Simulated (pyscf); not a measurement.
cyclic C₃H₄ (SMILES [C]1CC1) [singlet] -> cyclic C₃H₄ (SMILES C1=CC1), a hydrogen shift (singlet surface; C–H broken, C–H formed). PySCF, gas phase, ωB97X-D3(BJ)/def2-SVP geometries. MP2 and CC: frozen core, UHF for open shells. ΔMP2 is the change of the MP2 total energy from the triple- to the quadruple-zeta basis. Energies in kcal/mol from the reactant's lowest minimum found.

Small-basis levels: PySCF, no dispersion term, spherical d functions. AM1 to PM7: differences of heats of formation from MOPAC. Cost: rough CPU time at the saddle relative to B3LYP/6-31G*, from one job on a shared machine.

```
level                                barrier  reaction energy        cost
--------------------------------  ----------  ---------------  ----------
HF/STO-3G                               47.6            -30.1        0.05
SVWN5/6-31G*                             8.7            -51.4         0.9
B3LYP/3-21G                       (withheld)            -47.5         0.7
B3LYP/LANL2DZ                     (withheld)            -44.7         0.8
M06-2X/6-31G*                           13.5            -46.9           3
PBE/def2-SVP                             9.1            -48.5           2
AM1                                     40.6            -46.9  under 0.02
PM3                                     35.1            -47.0  under 0.02
PM6                                     45.0            -34.5  under 0.02
CCSD(T)/def2-TZVPP + ΔMP2(QZVPP)  (withheld)            -44.9           –
```

Problem. Fill in the missing entries.

Solution. 
- B3LYP/3-21G, barrier: 23.4
- B3LYP/LANL2DZ, barrier: 24.6
- CCSD(T)/def2-TZVPP + ΔMP2(QZVPP), barrier: 12.9

Against the last row the barrier runs from -4.2 (SVWN5/6-31G*) to +34.7 kcal/mol (HF/STO-3G). CCSD(T)/def2-TZVPP + ΔMP2(QZVPP) has limits of its own. cyclic C₃H₄ (SMILES [C]1CC1) [singlet] lies 65.5 kcal/mol over its isomer H₂C=C=CH₂ (electronic energy, ωB97M-D3(BJ)). cyclic C₃H₄ (SMILES C1=CC1) lies 22.3 kcal/mol over its isomer H₂C=C=CH₂ (electronic energy, ωB97M-D3(BJ)). This is the saddle that the search found; another between the same sides may lie lower. A restricted singlet here is unstable towards spin polarisation, as is usual where a triplet lies low; its energy is less safe. The CCSD(T) − MP2 part came from Ansatz, without density fitting, on the same reference.
